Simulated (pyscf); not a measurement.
HO–SiH₂• + HF → H₂O + F–SiH₂• (four-centre exchange; doublet surface; O–Si, F–H broken, H–O, F–Si formed). Optimised with ωB97X-D3(BJ)/def2-SVP in PySCF. Correlated levels are frozen-core, on RHF or UHF. ΔMP2 is the change of the MP2 total energy from the triple- to the quadruple-zeta basis. Rate constants from transition-state theory, CCSD(T)/def2-TZVPP + ΔMP2(QZVPP) energies (ideal gas, 1 atm, RRHO with modes under 100 cm⁻¹ raised to 100, one conformer, R ln 2 for chiral ones without a mode under 150 cm⁻¹; no tunnelling), k in cm³ molecule⁻¹ s⁻¹.

| T (K) | 1000/T | log10 k |
|---|---|---|
| 298 | 3.354 | -26.84 |
| 600 | 1.667 | -19.89 |
| 900 | 1.111 | -17.47 |
| 1200 | 0.833 | ? |

Task: Fit an Arrhenius line to the three values, give the activation energy, and predict k at 1200 K.

Result: Least squares gives log10 k = -12.89 − 4.16 × 1000/T, so Ea = 4.16 × ln 10 × 1.987 = 19.0 kcal/mol, against an electronic barrier of 18.3. At 1200 K the line gives -16.36; the computed value is -16.17 (ΔG‡ = 59.2 kcal/mol), a factor 1.5 over the line, since the plot is curved. On the reactant side the descent ends in a complex, 7.1 kcal/mol under the separated species and 22.8 kcal/mol under the saddle at ωB97X-D3(BJ)/def2-TZVP. On the product side the descent ends in a complex, 4.1 kcal/mol under the separated species and 28.4 kcal/mol under the saddle at ωB97X-D3(BJ)/def2-TZVP. At ωB97X-D3(BJ)/def2-TZVP the barrier from the zero used here is 15.7 kcal/mol. One saddle was located; it need not be the lowest between these sides. The CCSD(T) − MP2 part came from Ansatz, without density fitting, on the same reference.
